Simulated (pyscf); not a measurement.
Optimised with ωB97X-D3(BJ)/def2-SVP in PySCF.

Problem. PBE/def2-TZVP puts the barrier of HO–Zn–OH + SiH₄ → HO–ZnH + HO–SiH₃ (four-centre exchange; singlet surface; O–Zn, H–Si broken, H–Zn, O–Si formed) at 3.9 kcal/mol and the reaction energy at -12.0 kcal/mol, from the separated reactants. What do r²SCAN/def2-TZVP, M06-2X/def2-TZVP, ωB97M-D3(BJ)/def2-TZVP give on the same structures?

Solution. r²SCAN: ΔE‡ = 1.3 kcal/mol, ΔE = -13.5 kcal/mol; M06-2X: ΔE‡ = -0.7 kcal/mol, ΔE = -13.5 kcal/mol; ωB97M-D3(BJ): ΔE‡ = 2.5 kcal/mol, ΔE = -14.8 kcal/mol. PBE's barrier lies over all of them, by 1.4 to 4.6 kcal/mol. Its reaction energy lies over all of them, by 1.4 to 2.7 kcal/mol. On the reactant side the descent ends in a complex (not fully relaxed), 4.6 kcal/mol under the separated species and 4.9 kcal/mol under the saddle at ωB97X-D3(BJ)/def2-TZVP. On the product side the descent ends in an adduct with a O–Zn contact (not fully relaxed), 13.0 kcal/mol under the separated species and 26.5 kcal/mol under the saddle at ωB97X-D3(BJ)/def2-TZVP. At M06-2X the saddle lies under the separated reactants, which points to a path from their complex (located at ωB97X-D3(BJ) alone). What is counted as broken (O–Zn) persists as a longer contact in the product adduct; parting that adduct is a step of its own. At ωB97X-D3(BJ) the barrier from the zero used here is 0.3 kcal/mol. One saddle was located; it need not be the lowest between these sides. Elements up to Kr have no core potential and no relativistic terms here.
